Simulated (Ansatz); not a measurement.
System: antiferromagnetic (type II) rock-salt NiO. Method: B3LYP (VWN-RPA form) (Ansatz, an electronic-structure program, plane waves, PAW).

Settings: plane-wave cutoff 460 eV, 10×10×10 k mesh, Fermi–Dirac smearing 0.01 eV, spin-polarised with opposed moments, scalar-relativistic PAW data made under PBE.

Cell (measured lattice):

```xyz
4
Lattice="4.1700 2.0850 2.0850 2.0850 4.1700 2.0850 2.0850 2.0850 4.1700" Properties=species:S:1:pos:R:3 pbc="T T T"
Ni     0.0000     0.0000     0.0000
Ni     4.1700     4.1700     4.1700
O      2.0850     2.0850     2.0850
O      6.2550     6.2550     6.2550
```
Starting moments (μB, in the order of the record's atoms Ni Ni O O): 2.0 -2.0 0.0 0.0.

**Question.** What does this level give for the band gap, smallest direct gap on the k points sampled, Γ–Γ gap and magnetic moment (largest site, within a sphere)?

**Answer.** 
- band gap = 4.40 eV (indirect)
- smallest direct gap on the k points sampled = 4.87 eV
- Γ–Γ gap = 5.73 eV
- magnetic moment (largest site, within a sphere) = 1.63 μB

Note: cell and atoms aren't relaxed at this level (pressure 7.6 GPa).

Moments are spin moments.

Computed values are for the static lattice.
